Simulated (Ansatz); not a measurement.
Process, species as SMILES: ClCCl + 2 [H][H] (H2) → C (CH4) + 2 Cl (HCl)
B3LYP-D3(BJ)/def2-TZVP geometries, fixed; electronic energies without zero-point terms.
Largest species:
```
C
H 1 1.0832
H 1 1.0832 2 111.91
Cl 1 1.7804 2 108.02 3 118.77
Cl 1 1.7804 2 108.02 3 -118.77
```
Charge 0, spin multiplicity 1.

Basis-set convergence of the energy of full hydrogenation at PBE0 with Ansatz (a quantum-chemistry and plane-wave program). Cartesian d functions, on some or all atoms, in 6-31G**; all else is spherical. The program fits the integrals of some runs and decomposes those of others, by size. No added dispersion term, no relativity. Functions are those of the species that has most. Reference: the value in aug-pcseg-3, -46.04 kcal/mol, itself unsure by roughly 0.07 kcal/mol (its mean distance from aug-cc-pV(Q+d)Z, cc-pV(5+d)Z, def2-QZVPPD). Deviations are taken from unrounded values.

| basis | functions | energy of full hydrogenation (kcal/mol) | minus reference (kcal/mol) |
|---|---|---|---|
| def2-SV(P) | 54 | -36.20 | 9.84 |
| def2-SVP | 60 | -47.89 | -1.84 |
| pcseg-1 | 60 | -48.70 | -2.66 |
| 6-31G** | 63 | -44.36 | 1.68 |
| cc-pV(D+d)Z | 70 | -47.33 | -1.28 |
| aug-pcseg-1 | 95 | -47.38 | -1.34 |
| pcseg-2 | 126 | -46.06 | -0.02 |
| 6-311++G(3df,3pd) | 169 | -45.86 | 0.19 |
| aug-cc-pV(T+d)Z | 202 | -46.25 | -0.21 |

The smallest set listed that lies within 4 kcal/mol of the reference with all its larger relatives (same family, alike in diffuse functions; a set with none counts only in the reference's own line) is def2-SVP (60 functions, -1.84 kcal/mol off), level with pcseg-1. Inside, with no larger relative to test it: 6-311++G(3df,3pd). (Relatives not listed, tested too: 6-311G** -1.20, def2-TZVP 1.63, cc-pV(T+d)Z 0.00, def2-TZVPP 0.34, aug-pcseg-2 0.03, cc-pV(Q+d)Z 0.11, pcseg-3 0.01, def2-QZVP 0.05, def2-QZVPP 0.05, aug-cc-pV(Q+d)Z 0.04, aug-pcseg-3 0.00, cc-pV(5+d)Z 0.10 kcal/mol.)
